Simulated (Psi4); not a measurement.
**SiH2Cl2 (SiCl2H2): levels of theory compared**

We compute a comparison of 4 runs (HF/def2-SVP, PTPSS/aug-cc-pV(T+d)Z, CCSD/STO-3G, CCSD/6-311+G**) of SiH2Cl2 (SiCl2H2). 

The results are computed with Psi4 1.11.

1 further run of the same task is left out (set aside as unsound or not needed).

## (1) Starting point

SiH2Cl2 has 5 atoms, charge 0, and is taken as a singlet. SMILES: `[H][Si]([H])(Cl)Cl`. The shape is that of a GFN2-xTB optimisation.

Bond lengths: Si1–Cl2 2.009 Å, Si1–Cl3 2.010 Å, Si1–H4 1.455 Å, Si1–H5 1.455 Å. Angles: Cl2–Si1–Cl3 109.6°, Cl2–Si1–H4 108.7°, Cl2–Si1–H5 108.7°, Cl3–Si1–H4 108.7°, Cl3–Si1–H5 108.7°, H4–Si1–H5 112.4°.

## (2) Energy and forces at HF/def2-SVP (run 1)

calc.py reads:

```python
import psi4

psi4.set_memory('1600 MB')
psi4.set_num_threads(1)
psi4.set_output_file('output.dat', False)

mol = psi4.geometry("""
0 1
Si
Cl 1 2.009394
Cl 1 2.009624 2 109.61403
H 1 1.454723 2 108.68677 3 -118.62241
H 1 1.454521 4 112.42036 3 -120.41278
units angstrom
symmetry c1
no_reorient
no_com
""")

psi4.set_options(dict(puream=True, e_convergence=1e-09, d_convergence=1e-08, scf_type='pk'))

E, wfn = psi4.gradient('scf/def2-SVP', return_wfn=True)
psi4.oeprop(wfn, 'DIPOLE', 'LOWDIN_CHARGES', 'WIBERG_LOWDIN_INDICES', title='SCF')
print('gradient / Eh bohr^-1')
print(E.np.round(6))
print(f'energy = {wfn.energy():.10f} Eh')
```

Launch:

```bash
$ python calc.py
```

output.dat:

```text
[...]
  Running in c1 symmetry.
[...]
  Nuclear repulsion =  195.016520108155902
[...]
  Multiplicity = 1
[...]
  Nalpha       = 25
  Nbeta        = 25
[...]
    Number of basis functions: 64
[...]
   @RHF iter   1: -1208.78700417071423   -1.57236e-01   2.77752e-03 DIIS/ADIIS
[...]
   @RHF iter  10: -1208.81120711925564   -9.09495e-13   2.40089e-09 DIIS
[...]
    Orbital Energies [Eh]
    ---------------------
    Doubly Occupied:
       1A   -104.798325     2A   -104.798268     3A    -68.837276
       4A    -10.564146     5A    -10.564137     6A     -8.038675
       7A     -8.038666     8A     -8.036024     9A     -8.036013
      10A     -8.035955    11A     -8.035943    12A     -6.205005
      13A     -4.316545    14A     -4.315196    15A     -4.313831
      16A     -1.131210    17A     -1.099014    18A     -0.730700
      19A     -0.567604    20A     -0.563006    21A     -0.559094
      22A     -0.482524    23A     -0.481316    24A     -0.464494
      25A     -0.452495
[...]
  @RHF Final Energy: -1208.81120711925564
   => Energetics <=
    Nuclear Repulsion Energy =            195.0165201081559019
    One-Electron Energy =               -2060.7245349601244016
    Two-Electron Energy =                 656.8968077327128867
    Total Energy =                      -1208.8112071192556414
[...]
  -Total Gradient:
     Atom            X                  Y                   Z
    ------   -----------------  -----------------  -----------------
       1        0.000160509786     0.014454811949     0.010267307593
       2       -0.000015020071     0.000855951880    -0.023202934166
       3       -0.000056910749    -0.021450684689     0.008566967071
       4        0.003950713656     0.003084842414     0.002162529763
       5       -0.004039292622     0.003055078433     0.002206129758
[...]
```

On the terminal:

```text
gradient / Eh bohr^-1
[[ 1.6100e-04  1.4455e-02  1.0267e-02]
 [-1.5000e-05  8.5600e-04 -2.3203e-02]
 [-5.7000e-05 -2.1451e-02  8.5670e-03]
 [ 3.9510e-03  3.0850e-03  2.1630e-03]
 [-4.0390e-03  3.0550e-03  2.2060e-03]]
energy = -1208.8112071193 Eh
```

It took 2.5 s on 1 thread of AMD EPYC 9R45 (Zen 5), shared host; peak memory 0.21 GiB.

## (3) A single-point energy at PTPSS/aug-cc-pV(T+d)Z (density fitting, density fitting for correlation) (run 2)

input.dat reads:

```
memory 1.6 GB

molecule {
  0 1
  Si    -0.21620357     0.00018897    -0.15136706
  Cl    -0.20203062    -0.03958976     3.64560295
  Cl     3.35626698     0.02785456    -1.43929101
  H     -1.47598949     2.29015909    -1.00350126
  H     -1.46202441    -2.27859397    -1.05144362
  units au
  symmetry c1
  no_reorient
  no_com
}

set basis aug-cc-pV(T+d)Z
set freeze_core true

e, wfn = energy('ptpss', return_wfn=True)
print_variables()
```

Launch:

```bash
$ psi4 input.dat output.dat -n 1
```

output.dat:

```text
[...]
  Running in c1 symmetry.
[...]
  Nuclear repulsion =  195.016513954006626
[...]
  Multiplicity = 1
[...]
  Nalpha       = 25
  Nbeta        = 25
[...]
    Number of basis functions: 211
[...]
   @DF-RKS iter   1: -1210.58622139024328   -1.27356e-01   1.31923e-03 ADIIS/DIIS
[...]
   @DF-RKS iter   7: -1210.61338813318753   -3.62727e-08   3.96813e-07 DIIS
[...]
  @DF-RKS Final Energy: -1210.61338813318753
   => Energetics <=
    Nuclear Repulsion Energy =            195.0165139540066264
    One-Electron Energy =               -2061.5853488317834490
    Two-Electron Energy =                 695.4490308932993230
    DFT Exchange-Correlation Energy =     -39.4935841487098287
    Empirical Dispersion Energy =           0.0000000000000000
    VV10 Nonlocal Energy =                  0.0000000000000000
    Total Energy =                      -1210.6133881331875273
[...]
 Multipole Moments:
 ------------------------------------------------------------------------------------
     Multipole            Electronic (a.u.)      Nuclear  (a.u.)        Total (a.u.)
 ------------------------------------------------------------------------------------
 L = 1.  Multiply by 2.5417464519 to convert [e a0] to [Debye]
 Dipole X            :        -48.0238642           47.6571542           -0.3667100
 Dipole Y            :          0.1859778           -0.1852877            0.0006901
 Dipole Z            :        -33.5895710           33.3332193           -0.2563517
 Magnitude           :                                                    0.4474292
[...]
```

It took 26 s on 1 thread of AMD EPYC 9R45 (Zen 5), shared host; peak memory 1.2 GiB.

Run 3 isn't shown in full; the table further down has it.

## (4) A single-point energy at CCSD/6-311+G(d,p) (run 4)

job.json reads:

```json
{
 "schema_name": "qcschema_input",
 "schema_version": 1,
 "molecule": {
  "schema_name": "qcschema_molecule",
  "schema_version": 2,
  "symbols": ["Si", "Cl", "Cl", "H", "H"],
  "geometry": [-0.21620357, 0.00018897, -0.15136706, -0.20203062, -0.03958976, 3.64560295, 3.35626698, 0.02785456, -1.43929101, -1.47598949, 2.29015909, -1.00350126, -1.46202441, -2.27859397, -1.05144362],
  "molecular_charge": 0,
  "molecular_multiplicity": 1,
  "fix_symmetry": "c1",
  "fix_com": true,
  "fix_orientation": true
 },
 "driver": "energy",
 "model": {
  "method": "ccsd",
  "basis": "6-311+G**"
 },
 "keywords": {
  "puream": true,
  "e_convergence": 1e-09,
  "d_convergence": 1e-08,
  "scf_type": "pk",
  "num_frozen_docc": 15
 }
}
```

Launch:

```bash
$ psi4 --qcschema job.json -n 1 --memory 1600MB
```

stdout:

```text
[...]
  Running in c1 symmetry.
[...]
  Nuclear repulsion =  195.016513954006626
[...]
  Multiplicity = 1
[...]
  Nalpha       = 25
  Nbeta        = 25
[...]
    Number of basis functions: 102
[...]
   @RHF iter   1: -1209.18586116933557   -1.68383e-01   2.39933e-03 DIIS/ADIIS
[...]
   @RHF iter  10: -1209.21505653136933   -4.32010e-12   2.02293e-09 DIIS
[...]
  @RHF Final Energy: -1209.21505653136933
   => Energetics <=
    Nuclear Repulsion Energy =            195.0165139540066264
    One-Electron Energy =               -2061.0846559352271470
    Two-Electron Energy =                 656.8530854498512781
    Total Energy =                      -1209.2150565313693278
[...]
 Multipole Moments:
 ------------------------------------------------------------------------------------
     Multipole            Electronic (a.u.)      Nuclear  (a.u.)        Total (a.u.)
 ------------------------------------------------------------------------------------
 L = 1.  Multiply by 2.5417464519 to convert [e a0] to [Debye]
 Dipole X            :        -48.2015379           47.6571542           -0.5443837
 Dipole Y            :          0.1864012           -0.1852877            0.0011135
 Dipole Z            :        -33.7139268           33.3332193           -0.3807075
 Magnitude           :                                                    0.6642989
[...]
      * MP2 total energy                      = -1209.585179172338940
[...]
      * CCSD total energy                     = -1209.623715961136440
[...]
```

The result, in JSON:

```text
{
 "driver": "energy",
 "model": {
  "method": "ccsd",
  "basis": "6-311+G**"
 },
 "success": true,
 "return_result": -1209.6237159611364,
 "properties": {
  "calcinfo_nbasis": 102,
  "calcinfo_nmo": 102,
  "calcinfo_nalpha": 25,
  "calcinfo_nbeta": 25,
  "calcinfo_natom": 5,
  "nuclear_repulsion_energy": 195.01651395400663,
  "return_energy": -1209.6237159611364,
  "scf_one_electron_energy": -2061.084655935227,
  "scf_two_electron_energy": 656.8530854498513,
  "scf_dipole_moment": [-0.5443837094584083, 0.0011135216540111847, -0.38070749994096786],
  "scf_total_energy": -1209.2150565313693,
  "scf_iterations": 10,
  "mp2_same_spin_correlation_energy": -0.0895955026659781,
  "mp2_opposite_spin_correlation_energy": -0.2805271383056006,
  "mp2_singles_energy": -4.62165718828376e-27,
  "mp2_doubles_energy": -0.3701226409715787,
  "mp2_correlation_energy": -0.3701226409715787,
  "mp2_total_energy": -1209.585179172339,
  "ccsd_same_spin_correlation_energy": -0.08685346487663831,
  "ccsd_opposite_spin_correlation_energy": -0.32180596489252533,
  "ccsd_singles_energy": 0.0,
  "ccsd_doubles_energy": -0.40865942976916364,
  "ccsd_correlation_energy": -0.40865942976916375,
  "ccsd_total_energy": -1209.6237159611364,
  "ccsd_iterations": 15
 }
}
```

It took 21 s on 1 thread of AMD EPYC 9R45 (Zen 5), shared host; peak memory 0.83 GiB.

## (5) The series

```
run                                                                     level      task  integrals   energy (Eh)  HOMO energy (eV)  LUMO energy (eV)  HOMO–LUMO gap (eV)  wall time
  1                                                               HF/def2-SVP  gradient         pk  -1208.811207            -12.31              4.23               16.54      2.5 s
  2  PTPSS/aug-cc-pV(T+d)Z (density fitting, density fitting for correlation)    energy         df  -1210.791747            -10.24              0.45               10.68       26 s
  3                                                               CCSD/STO-3G    energy         pk  -1196.087302            -10.75              8.53               19.27      4.2 s
  4                                                            CCSD/6-311+G**    energy         pk  -1209.623716            -12.48              1.52               14.00       21 s
```

## (6) Outcome

| quantity | value |
| --- | --- |
| run 4: total energy | -1209.62372 Eh |
| run 4: HOMO energy (Hartree–Fock orbitals) | -12.48 eV |
| run 4: LUMO energy (Hartree–Fock orbitals) | 1.52 eV |
| run 4: HOMO–LUMO gap (Hartree–Fock orbitals) | 14.00 eV |
| run 4: correlation energy (15 core orbitals frozen) | -408.7 mEh |
| run 4: T1 diagnostic | 0.009 |

In words: In run 3 the basis is minimal, so the values are rough. All runs together took 54 s, the longest 26 s.
